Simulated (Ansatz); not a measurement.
# Two structures, one formula

Two relaxed structures of BH₂SO, doublet (PBE0-D4/def2-TZVP; forces vanish, vibrations not checked).

A:

B1  (-0.010, -0.359, 0.572)
S2  (-1.654, -0.332, -0.117)
O3  (1.074, 0.232, 0.050)
H4  (-1.384, 0.416, -1.211)
H5  (1.875, 0.107, 0.565)
(Å)

B:

B1  (-1.348, -0.133, -0.314)
S2  (-0.076, -0.451, 0.697)
O3  (1.361, 0.271, 0.095)
H4  (-1.977, 0.276, -1.219)
H5  (2.041, 0.037, 0.741)
(Å)

Ansatz 0.2.0; basis: def2-TZVPP; cores frozen in the correlated methods; orbitals are unrestricted. B3LYP uses VWN-RPA correlation.

(1) Which structure is lower at CCSD(T), and by how much? (An estimate is asked for; the value comes from the calculation.)

No T1 diagnostic of these runs exceeds 0.024. ⟨S²⟩ of the unrestricted Hartree–Fock references: 0.76 to 0.78 (a pure state has 0.75).

Results:

(1) By the calculation: A, by 231.4 kJ/mol (electronic energy, against the other). By their contacts, A is BH₂SO ([OH][B][SH]) and B is BH₂SO ([BH][S][OH]).

All methods give the same order:

| method | E(B) − E(A) (kJ/mol) |
| --- | --- |
| PBE-D4 | 203.7 |
| r2SCAN-D4 | 216.9 |
| PBE0-D4 | 222.7 |
| B3LYP-D4 | 216.8 |
| wB97M-V | 222.3 |
| HF | 267.5 |
| MP2 | 243.3 |
| CCSD | 238.1 |
| CCSD(T) | 231.4 |

Labels in which every atom is bracketed show which atoms are joined, not bond orders.

For scale, one of the runs: CCSD(T)/def2-TZVPP, 132 basis functions, launched by `ansatz run in.yaml --threads 2 --pin off --events-out ev --progress --plain --max-ram 4352MiB`. Hardware: 2 CPU threads of an Intel Xeon, shared host. Wall time 88 s; peak host memory 1.5 GiB.
